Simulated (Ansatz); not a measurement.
`CCOCF` + HCl → `CCCl` + `OCF` at 700 K and 1 bar (substitution at a C–O bond).

Program: Ansatz. Geometries: PBE0-D4/def2-TZVP. ΔE: electronic, gas phase. CBS: MP2 limit from def2 TZ/QZ plus the TZ coupled-cluster correction, frozen cores. This one scheme is used for every species. Each species was taken in one conformer, which may not be the lowest.

| species | CCSD(T)/CBS energy (Eh) | H − E (kJ/mol) | S (J/(mol·K)) |
| --- | --- | --- | --- |
| `CCOCF` | -293.32300 | 338.6 | 430.5 |
| HCl | -460.38127 | 38.4 | 211.8 |
| `CCCl` | -538.89655 | 222.9 | 345.6 |
| `OCF` | -214.81254 | 157.9 | 312.7 |

H − E and S are ideal-gas, rigid-rotor, harmonic terms from PBE0-D4/def2-TZVP, for one conformer and one mirror image of each species. 1 Eh = 2625.50 kJ/mol, R = 8.31446 J/(mol·K).

Task: By hand: ΔE, ΔH, ΔS and ΔG.

Result: ΔE = (-538.89655) + (-214.81254) − (-293.32300) − (-460.38127) = -0.00482 Eh = -12.7 kJ/mol. Δ(H − E) = 222.9 + 157.9 − 338.6 − 38.4 = 3.8, so ΔH = -8.9 kJ/mol. ΔS = 345.6 + 312.7 − 430.5 − 211.8 = 16.0 J/(mol·K). ΔG = -8.9 − 700 × (16.0)/1000 = -20.1 kJ/mol.

Task: By hand: the equilibrium constant, and the temperature at which ΔG would vanish if ΔH and ΔS stayed fixed.

Result: log₁₀ K = −ΔG/(RT ln 10) = 1.5. ΔH and −TΔS have one sign here, so there is no such temperature.

TΔS isn't small against ΔH here. A doubt of 5 kJ/mol in ΔE shifts log₁₀ K by 0.4 here. Other conformers and mirror images would add mixing entropy, several J/(mol·K) or more a flexible species. These are equilibria of isolated gas molecules and say nothing of rates. Largest T1 diagnostic: 0.011 (customary marks: 0.02 for closed shells, 0.045 for open ones).
